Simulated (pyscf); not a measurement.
HO–Ga (SMILES [OH][Ga]) [singlet] + HCl (SMILES Cl) -> HO–GaH–Cl (SMILES [OH][GaH][Cl]) (insertion; singlet surface; Cl–H broken, Cl–Ga, Ga–H formed). Structures and frequencies: ωB97X-D3(BJ)/def2-SVP in PySCF. Correlated levels are frozen-core, on RHF or UHF. ΔMP2 is the change of the MP2 total energy from the triple- to the quadruple-zeta basis. Rate constants from transition-state theory at the high-pressure limit, CCSD(T)/def2-TZVPP + ΔMP2(QZVPP) energies (ideal gas, 1 atm, RRHO with modes under 100 cm⁻¹ raised to 100, one conformer, R ln 2 for chiral ones without a mode under 150 cm⁻¹; no tunnelling), k in cm³ molecule⁻¹ s⁻¹.

```
T (K)  1000/T  log10 k
-----  ------  -------
298     3.354   -31.55
600     1.667   -21.77
900     1.111   -18.37
1200    0.833        ?
```

Problem. Fit an Arrhenius line to the three values, give the activation energy, and predict k at 1200 K.

Solution. Least squares gives log10 k = -11.92 − 5.86 × 1000/T, so Ea = 5.86 × ln 10 × 1.987 = 26.8 kcal/mol, against an electronic barrier of 25.8. At 1200 K the line gives -16.80; the computed value is -16.57 (ΔG‡ = 61.4 kcal/mol), a factor 1.7 over the line, since the plot is curved. On the product side the descent ends in a point that may be a rotor saddle (no frequency run), 1.6 kcal/mol over the lowest minimum found and 59.2 kcal/mol under the saddle at ωB97X-D3(BJ)/def2-TZVP. This is the saddle that the search found; another between the same sides may lie lower. The CCSD(T) − MP2 part came from Ansatz, without density fitting, on the same reference. The frozen core leaves the outer d or s,p core shells of the metals and heavy elements correlated in the MP2 and CC values, and def2-TZVPP describes them poorly, which can shift differences by a few kcal/mol. Elements up to Kr have no core potential and no relativistic terms here.
